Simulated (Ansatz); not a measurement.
A made-up structure of BSiH4O, doublet:

B1  (0.190, 0.224, 0.063)
Si2  (-1.533, -0.409, -0.640)
O3  (1.102, -1.052, 0.581)
H4  (-2.762, 0.008, -1.216)
H5  (0.739, 0.799, -0.768)
H6  (-0.006, 0.955, 0.928)
H7  (1.964, -0.848, 0.948)
(Å)

It is relaxed with PBE-D4/def2-SVP and then PBE0-D4/def2-TZVP (Ansatz 0.2.0). Atoms count as bonded within 1.22 times the sum of their covalent radii (H–H: 0.88 Å). The end point is not checked to be a true minimum.

Question: Does its bonding change? (A judgement: the text doesn't fix the answer.)

Answer: Computed: Yes. Formed: Si2–H5; broken: none.

Where it ends: The first stage lowers the energy by 2.23 eV in 16 steps. It ends as BSiH₄O ([OH][BH]1[H][SiH]1):
```tsv
atom	x (Å)	y (Å)	z (Å)
B1	0.2091	-0.0523	0.2436
Si2	-1.3983	-0.6707	-0.8305
O3	1.3695	-0.7589	0.3686
H4	-2.1518	0.6277	-1.0098
H5	-0.0240	0.2824	-1.0512
H6	-0.1410	0.8280	0.9838
H7	1.8295	-0.5799	1.1907
```

Labels in which every atom is bracketed show which atoms are joined, not bond orders.

For scale, one of the runs: PBE0-D4/def2-TZVP relaxation, 123 basis functions, launched by `ansatz run in.yaml --threads 2 --pin off --events-out ev --progress --plain --max-ram 4352MiB`. The run took about 25 s on 2 CPU threads of an Arm Neoverse V1 (shared host).
